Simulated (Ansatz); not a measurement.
**C2H5NO2: one species, many methods**

The task here is to estimate one member of a computed series from the others.

Program: Ansatz 0.2.0, Gaussian basis. Level of theory: functionals in def2-TZVPP, the program's frozen cores in correlated methods. These are calculated values, not measurements.

Levels to be run: PBE-D4, r2SCAN-D4, PBE0-D4, B3LYP-D4, ωB97X-V, ωB97M-V, B2PLYP; CCSD(T)/def2-TZVPP; MP2/def2-QZVPP; extrapolation to the limit.

## The relaxed structure

The geometry comes from an earlier relaxation with PBE0-D4 in a triple-zeta def2 set; it is a stationary point, not always the lowest conformer.

SMILES `CN=C(O)O`, 10 atoms, charge 0, spin multiplicity 1.

Atoms are counted from 1 here; the program's logs count them from 0.

Bond lengths: C1–N2 1.441 Å, C1–H6 1.100 Å, C1–H7 1.100 Å, C1–H8 1.090 Å, N2–C3 1.262 Å, C3–O4 1.338 Å, C3–O5 1.332 Å, O4–H9 0.963 Å, O5–H10 0.965 Å. Angles: N2–C1–H6 112.8°, N2–C1–H7 112.7°, N2–C1–H8 109.4°, H6–C1–H7 108.1°, H6–C1–H8 106.7°, H7–C1–H8 106.8°, C1–N2–C3 118.1°, N2–C3–O4 128.9°, N2–C3–O5 122.1°, O4–C3–O5 109.0°, C3–O4–H9 108.4°, C3–O5–H10 105.5°.

Coordinates:

```xyz
10
charge 0, multiplicity 1
C    -1.0037   -0.8220   -0.3419
N     0.1981   -0.1365   -0.7436
C     0.7917    0.5738    0.1142
O     0.4634    0.7986    1.3914
O     1.9091    1.2417   -0.1694
H    -1.7992   -0.1338   -0.0184
H    -0.8296   -1.5476    0.4667
H    -1.3996   -1.3834   -1.1880
H    -0.3450    0.3126    1.5871
H     2.0979    1.0455   -1.0952
```

Set-up of the first run:

in.yaml reads:

```yaml
crystal:
  periodic: [false, false, false]
  atoms:
    - {symbol: C, position_ang: [-1.003732, -0.822033, -0.341946]}
    - {symbol: N, position_ang: [0.198121, -0.136513, -0.743582]}
    - {symbol: C, position_ang: [0.791726, 0.573828, 0.114156]}
    - {symbol: O, position_ang: [0.463358, 0.798573, 1.391429]}
    - {symbol: O, position_ang: [1.909060, 1.241729, -0.169407]}
    - {symbol: H, position_ang: [-1.799155, -0.133823, -0.018387]}
    - {symbol: H, position_ang: [-0.829610, -1.547633, 0.466708]}
    - {symbol: H, position_ang: [-1.399554, -1.383445, -1.188026]}
    - {symbol: H, position_ang: [-0.344961, 0.312618, 1.587097]}
    - {symbol: H, position_ang: [2.097946, 1.045499, -1.095241]}
basis:
  gaussian: {orbitals: def2-TZVPP}
hamiltonian: {xc: pbe, dispersion: d4}
output: {forces: true, orbitals: {seedname: orbitals}}
```

Command:

```bash
ansatz run in.yaml --threads 4 --pin off --events-out ev --progress --plain --max-ram 10444MiB
```

Among the steps run: PBE-D4 (GGA); r2SCAN-D4 (meta-GGA); PBE0-D4 (hybrid); B3LYP-D4 (hybrid); ωB97X-V (range-separated); ωB97M-V (range-separated); B2PLYP (double hybrid); CCSD(T) in def2-TZVPP; MP2 in def2-QZVPP.

One table of the session follows, with a row left open; its other results are not shown here.

It belongs to the step «Atomisation energies». 

```
            method  atomisation energy (kcal/mol)
            PBE-D4                          993.1
         r2SCAN-D4                          958.7
           PBE0-D4                          961.3
          B3LYP-D4                          956.7
           ωB97X-V                          958.6
           ωB97M-V                          960.5
            B2PLYP                          946.7
     HF/def2-TZVPP                          639.9
    MP2/def2-TZVPP                          951.7
   CCSD/def2-TZVPP                              ?
CCSD(T)/def2-TZVPP                          926.1
           MP2/CBS                          980.6
       CCSD(T)/CBS                          955.0
```

Q: Estimate the row for CCSD/def2-TZVPP from the others.

**Answer.** atomisation energy (kcal/mol): 907.1. In the column «atomisation energy (kcal/mol)» it lies between HF/def2-TZVPP (639.9) and CCSD(T)/def2-TZVPP (926.1).
